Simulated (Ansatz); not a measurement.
# C₄H₂: shapes and states compared

Computed with Ansatz's Gaussian-basis code (development build); CASPT2, NEVPT3, MRCISD by development code. Basis cc-pVTZ, nonrelativistic, 4 orbitals frozen in the corrections; active space CAS(8,8). Restricted Hartree–Fock, then the lowest state-specific CASSCF solution met for each case. Single-reference values can break down or jump between states where bonds are stretched. Unlike active orbitals can shift such differences by tenths of an eV, at times by over 1 eV.

Case A, singlet:

```xyz
6

H     0.0010   -0.0123   -2.9921
C     0.0097   -0.0130   -1.9211
C    -0.0149    0.0128   -0.6901
C     0.0137    0.0119    0.6948
C    -0.0181   -0.0069    1.9047
H     0.0176    0.0082    2.9716
```

Case B, triplet: the shape of A.

Energy less that of case A, in eV:

| case | RHF/ROHF | CASSCF | FIC-NEVPT2 | NEVPT3 | CASPT2 (IPEA 0) | MRCISD |
| --- | --- | --- | --- | --- | --- | --- |
| B | +3.945 | +4.554 | +3.934 | +4.071 | +3.633 | +4.263 |

Problem. What does SC-NEVPT2 give for these differences?

Solution. B: +3.970 eV (91.6 kcal/mol).

Problem. Which case is lowest, and do the methods agree?

Solution. A is lowest in SC-NEVPT2. Of the methods shown, RHF/ROHF, CASSCF, FIC-NEVPT2, NEVPT3, CASPT2 (IPEA 0), MRCISD agree.
